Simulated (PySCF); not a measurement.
# How the method changes the constants of MgCl⁺

State: ¹Σ⁺ (singlet), closed shell. Set-up: Mg 6-311G(d,p), Cl 6-311G(d,p); no relativity (PySCF 2.14). De refers to Mg⁺ + Cl in their high-spin ground configurations, without counterpoise correction. A positive dipole points towards Cl; it is taken about the centre of mass and depends on that origin.

```tsv
Level	Re (Å)	ωe (cm⁻¹)	De (eV)	μ (D)
RHF	2.124	567	1.79	-11.32
RHF-MP2	2.129	560	2.85	n/a
RHF-SCS-MP2	2.131	557	2.77	n/a
RHF-CCSD	2.130	557	2.73	n/a
RHF-CCSD(T)	2.134	552	2.81	n/a
PBE	2.144	525	3.05	-9.97
PBEsol	2.134	534	3.23	-10.02
PW91	2.142	526	3.10	-9.99
r²SCAN	2.127	550	3.06	-10.55
PBE0	2.126	548	2.94	-10.41
HSE06	2.127	546	2.93	-10.39
B2PLYP	2.131	545	2.85	-10.73
```

The bond length runs from 2.124 Å (RHF) to 2.144 Å (PBE). De spans 1.79 eV (RHF, mean field) to 3.23 eV (PBEsol, GGA). Correlation at CCSD(T) changes the Hartree–Fock bond energy by +1.02 eV; the triples alone change it by +0.08 eV.

Correlated steps freeze 6 core orbitals. For an ion De counts to the pair picked by the measured ionisation energies or electron affinities, which need not be the lowest pair at this level. Where the molecule has an RHF reference, its open-shell atoms are computed with UHF. B2PLYP dipoles, levels and charges come from its SCF part alone.

The whole job (state search and all levels along the bond) took about 1.5 min on 1 thread of Oxide Virtual Turin-like (shared host), peak memory 0.59 GiB.
